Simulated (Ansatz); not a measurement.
**How the LO phonon frequency at X of rock-salt MgO moves with the method**

No measured value is used here.

| level (code) | value (cm⁻¹) | cell (Å³/atom) |
|---|---|---|
| LDA (Ansatz) | 553 | 9.00 |
| PBE (Ansatz) | [?] | 9.62 |
| PBEsol (Ansatz) | 535 | 9.36 |
| PBE-D3(BJ) (Ansatz) | [?] | 9.31 |
| r²SCAN (Ansatz) | 558 | 9.29 |
| HSE06 (Ansatz) | 561 | 9.27 |
| PBE0 (Ansatz) | 561 | 9.28 |

### Question
What belongs in the gaps?

### Answer

- PBE (Ansatz, a first-principles code), value (cm⁻¹): 526
- PBE-D3(BJ) (Ansatz), value (cm⁻¹): 546

PBE-D3(BJ): the dispersion coefficients are held fixed in the derivatives. Each level is taken at its own relaxed cell. Cutoffs differ between the levels. Ansatz's density-functional and Hartree–Fock values are scalar-relativistic unless marked +SOC, with PAW data made under PBE.
